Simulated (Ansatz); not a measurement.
**How far each method lies from RCCSDTQ for HN–CH₂, singlet**

Geometry: a PBE0/def2-TZVP stationary point for this spin, not checked as a minimum.

```
atom   x (Å)    y (Å)    z (Å)
   N  0.0000  -0.1232  -0.6250
   C  0.0000   0.0600   0.6223
   H  0.0000  -0.8099   1.2818
   H  0.0000   1.0402   1.1129
   H  0.0000   0.7666  -1.1253
```

Basis cc-pVDZ; Ansatz 0.2.0. Correlated methods freeze the noble-gas cores, which leaves 12 electrons in 41 orbitals. R marks a restricted (for open shells ROHF) determinant. Active spaces: valence = (12e, 11o) chosen from the atoms' valence shells.

Full CI isn't at hand for all of this; RCCSDTQ serves as the reference, and is uncertain by about the last step of the cluster series.

- UHF ⟨S²⟩: 0.000
- T1 diagnostic (RCCSD): 0.0115
- largest doubles amplitude (RCCSD): 0.134

| level | E − E(RCCSDTQ) (kJ/mol) | share of correlation (%) | wall time |
| --- | --- | --- | --- |
| RHF | 881.5 | 0.00 | – |
| RMP2 | 92.0 | 89.57 | – |
| CISD | 97.6 | 88.93 | 1 s |
| RCCSD | 30.5 | 96.54 | – |
| RCCSD(T) | 3.3 | 99.63 | 0.42 s |
| BCCD(T) | 3.3 | 99.62 | 0.67 s |
| RCCSDT | 2.1 | 99.76 | – |
| RCCSDT(Q) | -0.2 | 100.03 | 7.5 s |
| CASSCF (valence space) | 510.4 | 42.10 | – |
| NEVPT2 (valence space) | 97.6 | 88.92 | 3.4 s (H100) |
| MRCISD (valence space) | 29.5 | 96.65 | – |
| MRCISD+Q (valence space) | 1.8 | 99.79 | 7.5 s (H100) |

The correlation energy at RCCSDTQ, counted from RHF, is -9.136 eV. That run took 11 s on 2 threads of AMD EPYC 7R13 with a shared H100 80 GB, shared host.

Times hold each run's SCF and search for its determinant on a shared host, so for small cases they say little of a method's own cost; rows without a card ran on 1 thread of AMD EPYC 7R13.

Natural occupations of CASSCF (valence space) about the gap: 1.984 1.980 1.977 1.974 1.931 0.072 0.025 0.024 0.021 0.018; effectively unpaired electrons, Σ n²(2−n)², 0.05.

Atomization energy (electronic, same basis, no zero-point term; atoms at the same level, unrestricted beside the R rows where the molecule is a closed shell, with restricted open-shell steps beyond CCSDT(Q)) at RCCSDTQ: 1674.9 kJ/mol. Errors of other levels:

```tsv
level	error (kJ/mol)
RHF	-456.9
RMP2	11.0
CISD	-89.0
RCCSD	-25.1
RCCSD(T)	-2.0
BCCD(T)	-1.8
RCCSDT	-2.0
RCCSDT(Q)	0.2
CASSCF (valence space)	-116.8
NEVPT2 (valence space)	-11.6
MRCISD (valence space)	-23.3
MRCISD+Q (valence space)	-7.4
```

This basis is far from its limit, so the value isn't to be set against a measured one. Truncated CI isn't size-consistent, which counts against it in atomization.
